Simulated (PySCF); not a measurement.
## NaS⁻ at RHF-CCSD(T)

Level: RHF-CCSD(T). Na aug-pcseg-1, S aug-pcseg-1; no relativity (PySCF 2.14).

| Property | Result |
| --- | --- |
| state | ¹Σ⁺ (singlet), closed shell |
| bond length | 0.2506 nm |
| harmonic wavenumber | 301 cm⁻¹ |
| force constant | 0.716 mdyn/Å |
| rotational constant Be | 0.2007 cm⁻¹ |
| anharmonicity ωexe | 2.42 cm⁻¹ |
| vibration–rotation constant αe | 0.00197 cm⁻¹ |

Correlated steps freeze 6 core orbitals. The CCSD T1 diagnostic is raised, a sign that a single reference may not be enough here.
